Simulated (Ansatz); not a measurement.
Two shapes of singlet CH₃BO.

Shape 1:

```xyz
6

B     0.0000    0.0000   -1.3364
C     0.0000    0.0000    0.1827
O     0.0000    0.0000    1.3146
H     0.0000   -1.1811   -1.6437
H    -1.0229    0.5906   -1.6437
H     1.0229    0.5906   -1.6437
```

Shape 2:

```xyz
6

B     0.0000    0.0000   -1.2295
C     0.0000    0.0000    0.1681
O     0.0000    0.0000    1.2094
H     0.0000   -1.0866   -1.5122
H    -0.9410    0.5433   -1.5122
H     0.9410    0.5433   -1.5122
```

Basis set: 6-31G* (spherical functions). Correlated methods keep 3 orbitals frozen. Charge 0, multiplicity 1.

Computed with Ansatz (development build ahead of 0.2.0); each method stands on the lowest determinant of its kind that the runs found.

Q: Which shape is lower in energy, and by how much in each method?

A:

```tsv
method	E(2) − E(1) (eV)
RHF	1.103
RHF-MP2	1.486
```

Shape 1 is lower. Caution: no unrestricted run beside it, a lower state can exist.
